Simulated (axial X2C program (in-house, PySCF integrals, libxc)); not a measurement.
# A two-component session on SiN⁺: properties at the nuclei

Aim: properties at the nuclei of SiN⁺, with spin–orbit coupling in the Hamiltonian from the start.

Method: two-component X2C with atomic mean-field terms, Si dyall-v3z, N dyall-av3z; program: an in-house X2C program for linear molecules on PySCF integrals.

All values are calculated.

**1. Set-up**

File task.json:

```json
{"zs": [14, 7], "q": 1, "bas": ["dyall-v3z", "dyall-av3z"], "r0": 1.67, "levels": ["PBE0", "HF", "BP86", "B3LYP", "r2SCAN"], "nst": 3}
```

Keys: zs atomic numbers; q charge; bas basis sets; r0 starting distance in Å; levels methods (HF also brings MP2); nst determinants followed.

Launch:

```sh
$ python soeom.py task.json out
```

Nuclei are Gaussian, cores are contracted, and the Gaunt term is on.

**2. Expectation values, lowest determinant**

R = 1.798 Å. State: Ω = 1 (excess of +ω over −ω: ω = -1/2, ω = 3/2).

Output of the PBE0 run:

```text
two-component X2C + atomic mean field  PBE0
basis functions 103  fitting functions 589  grid points 4356
iter        total energy     max residual
   1       -344.201591835     2.52e-05
   2       -344.201591837     3.73e-05
   3       -344.201591849     5.13e-06
   4       -344.201591851     2.22e-06
   5       -344.201591852     1.14e-06
converged
one-electron -526.63128585  Coulomb 180.91255097  exact exchange -6.66944876  xc functional -20.61668147  nuclear repulsion 28.84280682  atomic mean-field constant -0.03953356
```

The highest occupied spinor is 51% N p, 28% Si p, 12% Si s.

| level | Eeff magnitude (GV/cm) | Ws magnitude Si (kHz) | A∥/gI Si (MHz) | qzz Si (a.u.) | A∥/gI N (MHz) | qzz N (a.u.) |
| --- | --- | --- | --- | --- | --- | --- |
| PBE0 | 0.000842 | 0.000918 | -11.7 | -2.30 | -90.4 | -1.46 |
| HF | 0.0061 | 0.000615 | -7.19 | -2.50 | -47.7 | -1.23 |
| BP86 | 0.000867 | 0.00157 | -14.6 | -2.21 | -98.9 | -1.57 |
| B3LYP | 0.00218 | 0.000307 | -9.2 | -2.30 | -77.6 | -1.53 |
| r2SCAN | 0.0029 | 0.00228 | -11 | -2.27 | -60.7 | -1.51 |

Eeff is the effective electric field on the electron dipole moment in this Ω state and Ws the scalar–pseudoscalar constant (defined with the proton number Z and per Ω); A∥ is the parallel hyperfine constant, which follows by multiplying with the nuclear g factor gI = μI/(I μN); qzz is the electric field gradient, eQq0 = 234.96 MHz × Q/barn × qzz. The operators were transformed with the bare-nucleus X2C matrices.

**3. Expectation values, a higher determinant**

R = 1.798 Å. State: Ω = 2 (excess of +ω over −ω: ω = 1/2, ω = 3/2), 0.48 eV above the lowest in the PBE0 search for states (made at or near this distance, with looser thresholds).

Output of the PBE0 run:

```text
two-component X2C + atomic mean field  PBE0
basis functions 103  fitting functions 589  grid points 4356
iter        total energy     max residual
   1       -344.184024494     1.08e-05
   2       -344.184024498     1.73e-05
   3       -344.184024499     9.19e-06
converged
one-electron -526.47666400  Coulomb 180.72010725  exact exchange -6.65136688  xc functional -20.57937412  nuclear repulsion 28.84280682  atomic mean-field constant -0.03953356
```

The highest occupied spinor is 63% N p, 30% Si p, 3% Si d.

| level | Eeff magnitude (GV/cm) | Ws magnitude Si (kHz) | A∥/gI Si (MHz) | qzz Si (a.u.) | A∥/gI N (MHz) | qzz N (a.u.) |
| --- | --- | --- | --- | --- | --- | --- |
| PBE0 | 0.0922 | 0.0231 | 61.8 | -0.75 | 127 | 0.61 |
| HF | 0.107 | 0.0267 | 46.1 | -0.48 | 112 | 0.46 |
| BP86 | 0.103 | 0.0245 | 97.3 | -0.67 | 125 | 0.51 |
| B3LYP | 0.094 | 0.0232 | 71 | -0.75 | 138 | 0.60 |
| r2SCAN | 0.126 | 0.0287 | 95.2 | -0.65 | 136 | 0.52 |

**4. Expectation values, a higher determinant**

R = 1.798 Å. State: Ω = 1 (excess of +ω over −ω: 2 × ω = 1/2), 0.93 eV above the lowest in the PBE0 search for states (made at or near this distance, with looser thresholds).

Output of the PBE0 run:

```text
two-component X2C + atomic mean field  PBE0
basis functions 103  fitting functions 589  grid points 4356
iter        total energy     max residual
   1       -344.167415066     1.37e-05
   2       -344.167415073     1.85e-05
   3       -344.167415075     1.50e-05
   4       -344.167415080     5.69e-06
   5       -344.167415081     1.39e-06
converged
one-electron -526.43532093  Coulomb 180.66514680  exact exchange -6.63989144  xc functional -20.56062277  nuclear repulsion 28.84280682  atomic mean-field constant -0.03953356
```

The highest occupied spinor is 70% N p, 24% Si p, 3% Si d.

| level | Eeff magnitude (GV/cm) | Ws magnitude Si (kHz) | A∥/gI Si (MHz) | qzz Si (a.u.) | A∥/gI N (MHz) | qzz N (a.u.) |
| --- | --- | --- | --- | --- | --- | --- |
| PBE0 | 0.118 | 0.0559 | 139 | -0.80 | 359 | 0.58 |
| HF | 0.0762 | 0.0435 | -49.1 | -1.11 | 357 | 0.83 |
| BP86 | 0.126 | 0.0578 | 242 | -0.69 | 363 | 0.45 |
| B3LYP | 0.117 | 0.0552 | 163 | -0.80 | 370 | 0.58 |
| r2SCAN | 0.151 | 0.0667 | 225 | -0.70 | 322 | 0.46 |

**5. Results**

| quantity | value |
| --- | --- |
| lowest determinant | Ω = 1 (excess of +ω over −ω: ω = -1/2, ω = 3/2) |
| Eeff magnitude (GV/cm), PBE0 | 0.000842 |
| Ws magnitude Si (kHz), PBE0 | 0.000918 |
| A∥/gI Si (MHz), PBE0 | -11.7 |
| qzz Si (a.u.), PBE0 | -2.30 |
| higher determinant | Ω = 2 (excess of +ω over −ω: ω = 1/2, ω = 3/2) |
| Eeff magnitude (GV/cm), PBE0, higher determinant | 0.0922 |
| Ws magnitude Si (kHz), PBE0, higher determinant | 0.0231 |
| A∥/gI Si (MHz), PBE0, higher determinant | 61.8 |
| qzz Si (a.u.), PBE0, higher determinant | -0.75 |
| higher determinant | Ω = 1 (excess of +ω over −ω: 2 × ω = 1/2) |
| Eeff magnitude (GV/cm), PBE0, higher determinant | 0.118 |
| Ws magnitude Si (kHz), PBE0, higher determinant | 0.0559 |
| A∥/gI Si (MHz), PBE0, higher determinant | 139 |
| qzz Si (a.u.), PBE0, higher determinant | -0.80 |

In words: In the first state, the effective field runs from 0.000842 to 0.0061 GV/cm over the mean-field levels, so the levels don't agree on it. The expectation values come from single determinants, which for open shells can mix terms of unlike spin or miss the lowest Ω, so a determinant need not be a state. Eeff is the effective electric field on the electron dipole moment in this Ω state and Ws the scalar–pseudoscalar constant (defined with the proton number Z and per Ω); A∥ is the parallel hyperfine constant, which follows by multiplying with the nuclear g factor gI = μI/(I μN); qzz is the electric field gradient, eQq0 = 234.96 MHz × Q/barn × qzz. The operators were transformed with the bare-nucleus X2C matrices.
